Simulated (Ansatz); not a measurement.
Species: LiF, charge 1, doublet. LiF+ (parent SMILES [Li][F], doublet).
B3LYP-D3(BJ)/def2-TZVP minimum from Ansatz (a first-principles code):
```xyz
2

Li     0.0000     0.0000    -1.5294
F      0.0000     0.0000     0.5098
```
Charge +1, spin multiplicity 2.

Total energies in def2-TZVPP, 7 correlated electrons, 2 frozen orbitals. Radicals and triplets start from unrestricted determinants; spin-orbit coupling is neglected. Cores are frozen in correlated methods. No relativity.

| method | program | energy (Eh) | minus CCSDTQ (mEh) |
|---|---|---|---|
| HF | Ansatz | -106.65647 | 214.15 |
| MP2 | Ansatz | -106.85477 | 15.84 |
| CCSD | Ansatz | -106.86676 | 3.85 |
| CCSD(T) | Ansatz | -106.87031 | 0.31 |
| CCSDT(Q) | Ansatz | -106.87062 | -0.01 |
| CCSDTQ | Ansatz | -106.87061 | 0.00 |

Rough core times of Ansatz's runs on a shared machine: CCSD(T) under 20 s, CCSDT(Q) 60 s, CCSDTQ 20 min.
